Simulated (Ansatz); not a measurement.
SiH4 (SMILES [SiH4]) moved off its minimum; all values from Ansatz (an electronic-structure program), cores frozen in correlated methods.
(charge 0, multiplicity 1)
```xyz
5

Si     0.1394     0.0723    -0.1183
H     -0.0089     1.1941    -0.8398
H     -0.7322     0.1062     1.2866
H      1.4656    -0.1619     0.3656
H     -0.5148    -1.1276    -0.6075
```

```
level                    largest force (eV/Å)  on atom  rms difference from CCSD(T)/aug-cc-pV(T+d)Z (eV/Å)  dipole (D)
-----------------------  --------------------  -------  --------------------------------------------------  ----------
HF/def2-TZVPP                            5.89      Si1                                               0.133        1.11
PBE/def2-TZVPP                           5.23      Si1                                               0.127        0.81
r2SCAN/def2-TZVPP                        5.40      Si1                                               0.028        0.87
B3LYP/def2-TZVPP                         5.40      Si1                                               0.025        0.91
wB97M-V/def2-TZVPP                       5.46      Si1                                               0.056        0.96
MP2/aug-cc-pV(T+d)Z                      5.63      Si1                                               0.068        0.97
CCSD(T)/aug-cc-pV(T+d)Z                  5.47      Si1                                               0.000        0.92
```

The differences count from one level among others, with limits of its own. Forces at CCSD(T)/aug-cc-pV(T+d)Z (eV/Å):

```
atom      Fx      Fy      Fz
----  ------  ------  ------
Si1   -1.840  -2.608   4.437
H2    -0.348   2.703  -1.907
H3     1.046   0.457  -1.634
H4     1.036  -0.146  -0.063
H5     0.107  -0.407  -0.834
```
